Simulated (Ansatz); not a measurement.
`ClC1=NCC1` + H₂O → `OC1=NCC1` + HCl  (formal hydrolysis of a C–Cl bond)

Program: Ansatz. Geometries: PBE0-D4/def2-TZVP. ΔE: electronic, gas phase. CCSD(T)/CBS adds triple-zeta CCSD(T) − MP2 to the extrapolated MP2 energy (def2 sets, frozen cores). This one scheme is used for every species. Functionals use def2-TZVPP. Each species was taken in one conformer, which may not be the lowest.

CCSD(T)/CBS gives -5.2 kcal/mol.

Q: Another level gave -6.8 kcal/mol. Which?
A. B2PLYP/def2-TZVPP
B. BHLYP/def2-TZVPP
C. HF/def2-TZVPP
D. BLYP-D4/def2-TZVPP

A: A. B2PLYP -6.8, BHLYP -8.8, BLYP-D4 -5.8, HF/def2-TZVPP -10.6 kcal/mol.

Q: What do rigid-rotor, harmonic-oscillator terms from PBE0-D4/def2-TZVP frequencies (298.15 K, 1 bar) make of the CCSD(T)/CBS value? (Best estimate.)

A: Ansatz gave: ΔZPE = -0.1 kcal/mol, ΔH = -5.7 kcal/mol, ΔS = -11 J/(mol·K), ΔG = -4.9 kcal/mol.

Largest T1 diagnostic among the species: 0.012.

At CCSD(T), def2-SVP lies −6.0 kcal/mol from the extrapolated value and def2-TZVPP −1.4 kcal/mol. From BLYP to BHLYP (50 % exact exchange), in def2-TZVPP and without D4, ΔE moves by −2.2 kcal/mol. Leaving LDA and LC-ωPBE aside and taking each functional with its dispersion term where it has one, the values, not all of them listed here, spread over 2.9 kcal/mol, from CAM-B3LYP-D4 to revPBE-D4. LDA lies −2.3 kcal/mol from PBE without D4.
